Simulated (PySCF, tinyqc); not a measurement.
Worked calculation: RHF in the sto-3g basis, for CH+, spin multiplicity 1. This run ends on a higher stationary point, not on the lowest solution. The lowest restricted solution is unstable here: a spin-polarised one lies 0.0095 hartree lower (PySCF). Computed by tinyqc, a small Python program that keeps every step (integrals from PySCF). Settings: charge = 1, multiplicity = 1, basis = sto-3g, energy threshold = 1e-10, iteration cap = 54, orthogonalisation = symmetric, start = highest core orbitals, DIIS depth = 6, DIIS from iteration = 3, method = RHF. Command: `OMP_NUM_THREADS=1 python tinyqc.py 24277 24278 out.jsonl` (the two numbers bound the seeds that draw the settings). One thread of a shared host (Intel(R) Xeon(R) Processor @ 2.60GHz), about 0.07 s of CPU time with the checks.

Geometry (angstrom):
```
atom         x         y         z
C     0.000000  0.000000  0.000000
H     0.000000  0.000000  1.257000
```

Stop when the energy changes by less than 1e-10 hartree and every element of the error matrix X^T (F D S - S D F) X is below 3e-06.

Course of the cycle:
```
iteration   E (hartree)     change  largest element of the error matrix
1          -11.48578867          -                             1.84e-01
2          -36.09580291  -2.46e+01                             6.21e-01
3          -37.00225999  -9.06e-01                             4.65e-01
4          -37.17462240  -1.72e-01                             5.50e-02
5          -37.17767865  -3.06e-03                             7.60e-03
6          -37.17776949  -9.08e-05                             7.71e-04
7          -37.17777016  -6.64e-07                             2.18e-05
8          -37.17777016  -5.05e-10                             7.11e-07
9          -37.17777016  -8.31e-13                             2.40e-08
```

Can the last value be used, and what does the course show?

No, though the log alone does not show it. Converged in 9 iterations. But the solution lies 0.27561 hartree above the reference: it is another stationary point, not the lowest restricted one. Reruns (cap 100 unless said): DIIS 8: converged in 16 to a higher stationary point; damping 0.5: converged in 40 to a higher stationary point; level shift 0.5: converged in 8 to a higher stationary point; atomic densities as start, DIIS 8: converged in 7. PySCF RHF in the same basis = -37.45337621 hartree.
